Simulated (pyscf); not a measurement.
Elementary routes open to HN=SiH₂ + hydrogen (H₂) in the gas phase (singlet surface):
A. silylene (SiH₂) [singlet] + ammonia (NH₃) (N–Si, H–H broken; H–N, H–N formed)
B. silylamine (H₂N–SiH₃) (H–H broken; H–N, H–Si formed)

Structures and frequencies: ωB97X-D3(BJ)/def2-SVP in PySCF.

Problem. Rank the routes by free-energy barrier at 298 K, lowest first, for ωB97M-D3(BJ)/def2-TZVP energies (ideal gas, 1 atm, RRHO with modes under 100 cm⁻¹ raised to 100, one conformer, R ln 2 for chiral ones without a mode under 150 cm⁻¹).

Solution. B (34.5 kcal/mol), A (66.4 kcal/mol)

Route B is the fastest of these, ahead of the next by 32.0 kcal/mol. The most stable products are those of B (ΔG = -44.5 kcal/mol), so kinetics and thermodynamics agree. At 1200 K B is still the fastest. A: On the product side the descent ends in an adduct with a N–Si contact, 32.6 kcal/mol under the separated species and 83.7 kcal/mol under the saddle at ωB97X-D3(BJ)/def2-TZVP. Only these routes are compared; each barrier is that of the saddle found, and lower ones may exist. A restricted solution here is unstable towards spin polarisation, so biradical character is likely and single-reference numbers are less safe.
